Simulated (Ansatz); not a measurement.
# H3S+ (triplet): from Hartree-Fock to the top rungs at scale of all distances = 1.485, 6-31G

How much of the correlation energy of H3S+ (triplet) does each wave-function method recover here?

Method: 6-31G, core rule «outside noble gas», up to 5 orbitals frozen; program: Ansatz 0.2.0, Gaussian basis.

The runs, in order: UHF; CCSD(T) on ROHF; CCSD(T) on UHF; BCCD(T) on ROHF; CISD; CCSDT(Q) on ROHF; CCSDT(Q) on UHF; CISDTQ; CCSDTQ on ROHF; CCSDTQ on UHF; CASSCF and MRCISD+Q, 4 electrons in 4 orbitals; CASSCF and NEVPT2, 4 electrons in 4 orbitals; CASSCF and MRCISD+Q, 8 electrons in 7 orbitals; CASSCF and NEVPT2, 8 electrons in 7 orbitals; Full CI.

14 further runs of the same task are left out: 1 for a known fault of the program, 11 that didn't finish, 2 set aside as unsound or not needed.

## 1. What is computed

The geometry derives from a PBE0/def2-TZVP stationary point (not a proven minimum). All distances are scaled together.

4 atoms, charge 1, spin multiplicity 3.

Atoms are counted from 1 here; the program's logs count them from 0.

No contacts short enough for the rule that draws bonds.

## 2. UHF

Input file in.yaml:

```yaml
crystal:
  periodic: [false, false, false]
  atoms:
    - {symbol: S, position_ang: [0.000000, -0.058069, 0.000000]}
    - {symbol: H, position_ang: [0.000000, 1.957788, 0.000000]}
    - {symbol: H, position_ang: [0.000000, -0.055232, 2.257389]}
    - {symbol: H, position_ang: [0.000000, -0.055232, -2.257389]}
basis:
  gaussian: {orbitals: 6-31G}
total_charge: 1
magnetization: {spin_polarized: true, initial_magnetization: 2}
hamiltonian: {xc: hf}
output: {orbitals: {seedname: orbitals}}
```

Started as:

```bash
ansatz run in.yaml --threads 1 --pin off --events-out ev --progress --plain --max-ram 2393MiB
```

The runs that follow: CCSD(T) on ROHF; CCSD(T) on UHF; BCCD(T) on ROHF; CISD; CCSDT(Q) on ROHF; CCSDT(Q) on UHF; CISDTQ; CCSDTQ on ROHF; CCSDTQ on UHF; CASSCF and MRCISD+Q, 4 electrons in 4 orbitals; CASSCF and NEVPT2, 4 electrons in 4 orbitals; CASSCF and MRCISD+Q, 8 electrons in 7 orbitals; CASSCF and NEVPT2, 8 electrons in 7 orbitals; Full CI.

**Question.** What will the summary of the whole plan be? Wanted: FCI below the RHF energy; RMP2 from FCI; RCCSD from FCI; RCCSD(T) from FCI; RCCSDT(Q) from FCI; NEVPT2 pair from FCI; MRCISD+Q pair from FCI; NEVPT2 valence from FCI; T1 diagnostic.

As calculated:

| quantity | value |
| --- | --- |
| FCI below the RHF energy | -3.6448 eV |
| RMP2 from FCI | +139.8 kJ/mol |
| RCCSD from FCI | +8.2 kJ/mol |
| RCCSD(T) from FCI | +0.2 kJ/mol |
| RCCSDT(Q) from FCI | -0.7 kJ/mol |
| NEVPT2 pair from FCI | +61.1 kJ/mol |
| MRCISD+Q pair from FCI | -10.8 kJ/mol |
| NEVPT2 valence from FCI | +13.1 kJ/mol |
| levels within 1 kcal/mol (43 meV) | RCCSD(T), BCCD(T), RCCSDT, CISDTQ, RCCSDT(Q), RCCSDTQ, MRCISD valence, MRCISD+Q valence |
| T1 diagnostic | 0.057 |
| effectively unpaired electrons | 2.56 |

What this shows: RCCSD(T) misses by +0.2 kJ/mol, 0.0 % of the correlation energy. RCCSDT, RCCSDT(Q), MRCISD+Q pair fall below full CI, which methods that aren't variational can do. The occupations show some static correlation. Of the multireference levels listed MRCISD+Q valence comes nearest in total energy (+0.9 kJ/mol), which doesn't show that its space is the better one. Coupled cluster took another determinant than the lowest Hartree-Fock one. These misses are within one basis, not against nature.
